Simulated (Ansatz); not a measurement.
C3H9S+ (`C[S+](C)C`). Charge 1, multiplicity 1. The structure was optimised at the PBE0-D4/def2-TZVP level.

```xyz
13

C    -0.555   -0.378    1.463
S     0.671    0.277    0.343
C     0.893   -1.060   -0.819
C    -0.261    1.469   -0.604
H    -0.087   -1.191    2.018
H    -1.428   -0.730    0.914
H    -0.823    0.422    2.155
H    -0.065   -1.371   -1.235
H     1.562   -0.702   -1.602
H     1.373   -1.880   -0.284
H     0.398    1.849   -1.386
H    -1.151    1.009   -1.032
H    -0.525    2.285    0.069
```

Give the Mulliken charges with r2SCAN, PBE, ωB97M-V in def2-TZVPP. (Estimate.)

Computed: 
```
atom  r2SCAN    PBE  ωB97M-V
  C1   -0.15  -0.24    -0.31
  S2    0.35   0.31     0.36
  C3   -0.15  -0.24    -0.31
  C4   -0.15  -0.24    -0.31
  H5    0.13   0.16     0.18
  H6    0.11   0.14     0.16
  H7    0.13   0.16     0.18
  H8    0.11   0.14     0.16
  H9    0.13   0.16     0.18
 H10    0.13   0.16     0.18
 H11    0.13   0.16     0.18
 H12    0.11   0.14     0.16
 H13    0.13   0.16     0.18
```
